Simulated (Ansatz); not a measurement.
## Ansatz (development build ahead of 0.2.0) run

```yaml
crystal:
  periodic: [false, false, false]
  atoms:
    - { symbol: C, position_ang: [-0.05372, -0.49493, -0.06026] }
    - { symbol: O, position_ang: [-0.05014, -0.49804, 1.16699] }
    - { symbol: "N", position_ang: [0.02874, 0.67995, -0.93616] }
    - { symbol: H, position_ang: [0.08554, -1.32538, -0.70668] }
    - { symbol: H, position_ang: [0.03044, 0.54542, -1.84217] }
    - { symbol: H, position_ang: [-0.11364, 1.6203, -0.37099] }
basis:
  gaussian: { orbitals: def2-SVP }
hamiltonian:
  xc: hf
correlation:
  method: mp2
  frozen_orbitals: { C: 1, H: 0, "N": 1, O: 1 }
```

The input is written out in the form of the current development build from the run's settings.

Output:

| Item | Value |
| --- | --- |
| Converged | yes |
| Reference energy | -168.76862 hartree |
| Correlation energy | -0.48800 hartree |
| Total energy | -169.25661 hartree |
| Spin squared of the determinant | 0.000 |

Caution: no unrestricted run beside it, a lower state can exist.
